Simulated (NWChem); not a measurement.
Program: NWChem. System: CN, charge 1, spin multiplicity 3, at the geometry of a parent with another charge or spin, in a state set for the comparison that need not be this species' ground state. Its SCF solution wasn't tested for a lower state. Level: UHF/def2-TZVP.

Part of the output:

```
             Northwest Computational Chemistry Package (NWChem) 7.3.0
             --------------------------------------------------------

                                NWChem Input Module
                                -------------------

 Scaling coordinates for geometry "geometry" by  1.889725989
 (inverse scale =  0.529177249)

 Turning off AUTOSYM since
 SYMMETRY directive was detected!

                             Geometry "geometry" -> ""
                             -------------------------

 Output coordinates in angstroms (scale by  1.889725989 to convert to a.u.)

  No.       Tag          Charge          X              Y              Z
 ---- ---------------- ---------- -------------- -------------- --------------
    1 C                    6.0000     0.00000000     0.00000000     0.63030400
    2 N                    7.0000     0.00000000     0.00000000    -0.54026100

 Effective nuclear repulsion energy (a.u.)      18.9869374686

            Nuclear Dipole moment (a.u.)
            ----------------------------
        X                 Y               Z
 ---------------- ---------------- ----------------
     0.0000000000     0.0000000000    -0.0000056692

      Symmetry information
      --------------------

 Group name             C2v
 Group number             16
 Group order               4
 No. of unique centers     2

      Symmetry unique atoms

     1    2


 Summary of "ao basis" -> "" (spherical)
 ------------------------------------------------------------------------------
       Tag                 Description            Shells   Functions and Types
 ---------------- ------------------------------  ------  ---------------------
 *                         def2-tzvp                  on all atoms

 Summary of "ao basis" -> "ao basis" (spherical)
 ------------------------------------------------------------------------------
       Tag                 Description            Shells   Functions and Types
 ---------------- ------------------------------  ------  ---------------------
 C                         def2-tzvp                11       31   5s3p2d1f
 N                         def2-tzvp                11       31   5s3p2d1f

                                 NWChem SCF Module
                                 -----------------

  ao basis        = "ao basis"
  functions       =    62
  atoms           =     2
  alpha electrons =     7
  beta  electrons =     5
  charge          =   1.00
  wavefunction    = UHF
  use symmetry    = T
  symmetry adapt  = T

 Summary of "ao basis" -> "ao basis" (spherical)
 ------------------------------------------------------------------------------
       Tag                 Description            Shells   Functions and Types
 ---------------- ------------------------------  ------  ---------------------
 C                         def2-tzvp                11       31   5s3p2d1f
 N                         def2-tzvp                11       31   5s3p2d1f

      Symmetry analysis of basis
      --------------------------

        a1         28
        a2          6
        b1         14
        b2         14

 Forming initial guess at       0.0s

   Symmetry analysis of molecular orbitals - initial alpha
   -------------------------------------------------------

  Numbering of irreducible representations:

     1 a1          2 a2          3 b1          4 b2

  Orbital symmetries:

     1 a1          2 a1          3 a1          4 a1          5 b2
     6 a1          7 b1          8 b2          9 b1         10 a1
    11 a1         12 b2         13 b1         14 a1         15 b2
    16 b1         17 a1

   Symmetry analysis of molecular orbitals - initial beta
   ------------------------------------------------------

  Numbering of irreducible representations:

     1 a1          2 a2          3 b1          4 b2

  Orbital symmetries:

     1 a1          2 a1          3 a1          4 a1          5 b1
     6 b2          7 a1          8 b1          9 b2         10 a1
    11 a1         12 b1         13 b2         14 a1         15 b1
    16 b2         17 a1

 Starting SCF solution at       0.0s

 ----------------------------------------------
         Quadratically convergent UHF
[...]
   Bfn.  Coefficient  Atom+Function         Bfn.  Coefficient  Atom+Function
  ----- ------------  ---------------      ----- ------------  ---------------
     6      0.388086  1 C  px                 9      0.353883  1 C  px
    37      0.262040  2 N  px                40      0.233416  2 N  px

 Vector    8  Occ=0.000000D+00  E=-2.519080D-01  Symmetry=b2
              MO Center= -3.5D-16,  4.0D-16,  2.0D-01, r^2= 1.6D+00
   Bfn.  Coefficient  Atom+Function         Bfn.  Coefficient  Atom+Function
  ----- ------------  ---------------      ----- ------------  ---------------
    44     -0.434047  2 N  py                10      0.427955  1 C  py
    13      0.398591  1 C  py                 7      0.344516  1 C  py
    38     -0.333176  2 N  py                41     -0.331580  2 N  py

 Vector    9  Occ=0.000000D+00  E=-2.052208D-01  Symmetry=b1
              MO Center=  2.6D-15, -1.0D-16,  4.0D-02, r^2= 1.7D+00
   Bfn.  Coefficient  Atom+Function         Bfn.  Coefficient  Atom+Function
  ----- ------------  ---------------      ----- ------------  ---------------
    43      0.522109  2 N  px                12     -0.413748  1 C  px
     9     -0.375700  1 C  px                37      0.351003  2 N  px
    40      0.327234  2 N  px                 6     -0.301982  1 C  px

 Vector   10  Occ=0.000000D+00  E=-4.329964D-02  Symmetry=a1
              MO Center= -3.4D-15,  7.6D-16,  2.3D-01, r^2= 4.4D+00
   Bfn.  Coefficient  Atom+Function         Bfn.  Coefficient  Atom+Function
  ----- ------------  ---------------      ----- ------------  ---------------
     5      3.992348  1 C  s                 36     -3.424977  2 N  s
    14     -1.648921  1 C  pz                45     -1.026360  2 N  pz
    11     -0.589192  1 C  pz                35     -0.278011  2 N  s
     4     -0.236865  1 C  s                 42     -0.174986  2 N  pz

                     UHF Final Beta Molecular Orbital Analysis
                     -----------------------------------------

 Vector    3  Occ=1.000000D+00  E=-1.616805D+00  Symmetry=a1
              MO Center= -1.5D-16, -2.2D-16, -1.1D-01, r^2= 4.7D-01
   Bfn.  Coefficient  Atom+Function         Bfn.  Coefficient  Atom+Function
  ----- ------------  ---------------      ----- ------------  ---------------
    35      0.359805  2 N  s                 34      0.317385  2 N  s
     3      0.225988  1 C  s                 33     -0.204607  2 N  s
     8     -0.189166  1 C  pz

 Vector    4  Occ=1.000000D+00  E=-9.926124D-01  Symmetry=a1
              MO Center=  1.3D-15, -1.0D-17, -7.0D-01, r^2= 6.9D-01
   Bfn.  Coefficient  Atom+Function         Bfn.  Coefficient  Atom+Function
  ----- ------------  ---------------      ----- ------------  ---------------
    35      0.422557  2 N  s                 39     -0.362713  2 N  pz
    42     -0.267711  2 N  pz                 4     -0.244628  1 C  s
    34      0.233348  2 N  s                 36      0.216895  2 N  s
     3     -0.189230  1 C  s

 Vector    5  Occ=1.000000D+00  E=-9.279272D-01  Symmetry=b1
              MO Center= -1.9D-15,  5.3D-17, -2.5D-01, r^2= 8.3D-01
   Bfn.  Coefficient  Atom+Function         Bfn.  Coefficient  Atom+Function
  ----- ------------  ---------------      ----- ------------  ---------------
    37      0.413258  2 N  px                40      0.375354  2 N  px
     6      0.212411  1 C  px                 9      0.176318  1 C  px

 Vector    6  Occ=0.000000D+00  E=-4.037171D-01  Symmetry=b2
              MO Center=  1.7D-16, -1.5D-14, -3.8D-02, r^2= 1.2D+00
   Bfn.  Coefficient  Atom+Function         Bfn.  Coefficient  Atom+Function
  ----- ------------  ---------------      ----- ------------  ---------------
    38      0.291277  2 N  py                41      0.270955  2 N  py
     7      0.256738  1 C  py                10      0.232635  1 C  py
    44      0.191637  2 N  py                13      0.159174  1 C  py

 Vector    7  Occ=0.000000D+00  E=-3.667247D-01  Symmetry=a1
              MO Center=  7.0D-15,  1.5D-14,  1.0D+00, r^2= 1.2D+00
   Bfn.  Coefficient  Atom+Function         Bfn.  Coefficient  Atom+Function
  ----- ------------  ---------------      ----- ------------  ---------------
     5      0.568448  1 C  s                  4      0.335372  1 C  s
     8      0.270778  1 C  pz                11      0.214120  1 C  pz
     3      0.176363  1 C  s                 39     -0.160480  2 N  pz

 Vector    8  Occ=0.000000D+00  E=-1.474861D-01  Symmetry=b1
              MO Center= -4.7D-15, -2.2D-16,  5.1D-01, r^2= 2.0D+00
   Bfn.  Coefficient  Atom+Function         Bfn.  Coefficient  Atom+Function
  ----- ------------  ---------------      ----- ------------  ---------------
    12      0.699231  1 C  px                43     -0.474015  2 N  px
     9      0.354188  1 C  px                 6      0.330987  1 C  px
    37     -0.260168  2 N  px                40     -0.246300  2 N  px

 center of mass
 --------------
 x =   0.00000000 y =   0.00000000 z =  -0.00012097

 moments of inertia (a.u.)
 ------------------
          31.620491876071           0.000000000000           0.000000000000
           0.000000000000          31.620491876071           0.000000000000
           0.000000000000           0.000000000000           0.000000000000

  Mulliken analysis of the total density
  --------------------------------------

    Atom       Charge   Shell Charges
 -----------   ------   -------------------------------------------------------
    1 C    6     5.27   0.86  1.12  0.58  0.57  0.05  1.06  0.88  0.08  0.02  0.04  0.01
    2 N    7     6.73   0.82  1.15  0.65  0.98  0.24  1.26  1.27  0.27  0.01  0.05  0.00

  Mulliken analysis of the alpha density
  --------------------------------------

    Atom       Charge   Shell Charges
 -----------   ------   -------------------------------------------------------
    1 C    6     3.55   0.43  0.55  0.39  0.44  0.04  0.85  0.73  0.07  0.01  0.02  0.01
    2 N    7     3.45   0.41  0.58  0.32  0.49  0.12  0.66  0.68  0.14  0.01  0.04  0.00

   Mulliken analysis of the beta density
   -------------------------------------

    Atom       Charge   Shell Charges
 -----------   ------   -------------------------------------------------------
    1 C    6     1.72   0.43  0.57  0.19  0.13  0.00  0.21  0.14  0.01  0.01  0.02  0.00
    2 N    7     3.28   0.41  0.58  0.33  0.49  0.12  0.60  0.60  0.13  0.00  0.02  0.00

   Mulliken analysis of the spin density
   -------------------------------------

    Atom       Charge   Shell Charges
 -----------   ------   -------------------------------------------------------
    1 C    6     1.83   0.01 -0.01  0.20  0.31  0.04  0.64  0.59  0.05 -0.00  0.00  0.00
    2 N    7     0.17  -0.00  0.00 -0.01 -0.00  0.00  0.06  0.08  0.00  0.00  0.02  0.00

       Multipole analysis of the density wrt the origin
       ------------------------------------------------

     L   x y z        total         alpha         beta         nuclear
     -   - - -        -----         -----         ----         -------
     0   0 0 0      1.000000     -7.000000     -5.000000     13.000000

     1   1 0 0     -0.000000     -0.000000      0.000000      0.000000
     1   0 1 0      0.000000      0.000000      0.000000      0.000000
     1   0 0 1      0.969862     -0.858557      1.828424     -0.000006

     2   2 0 0     -6.600875     -3.925295     -2.675580      0.000000
     2   1 1 0     -0.000000     -0.000000     -0.000000      0.000000
     2   1 0 1      0.000000     -0.000000      0.000000      0.000000
     2   0 2 0     -5.595243     -3.970922     -1.624320      0.000000
     2   0 1 1      0.000000      0.000000      0.000000      0.000000
     2   0 0 2     -4.792346    -13.173688     -7.427304     15.808646

 Task  times  cpu:        0.5s     wall:        0.5s

 Total times  cpu:        0.5s     wall:        0.5s
```

Question: Write an NWChem input that would produce this output.

Answer: This is not unique; one that fits is 
```
start mol
memory heap 200 mb stack 900 mb global 1100 mb
charge 1
geometry units angstroms nocenter noautoz
  C      0.000000     0.000000     0.630304
  N      0.000000     0.000000    -0.540261
  symmetry group C2v
end
basis spherical
  * library def2-tzvp
end
scf
  uhf
  nopen 2
  maxiter 100
  thresh 1e-7
  semidirect memsize 60000000 filesize 0
  # guess.movecs holds the orbitals of an unrestricted PBE0 run
  vectors input guess.movecs output mol.movecs
end
task scf energy
```
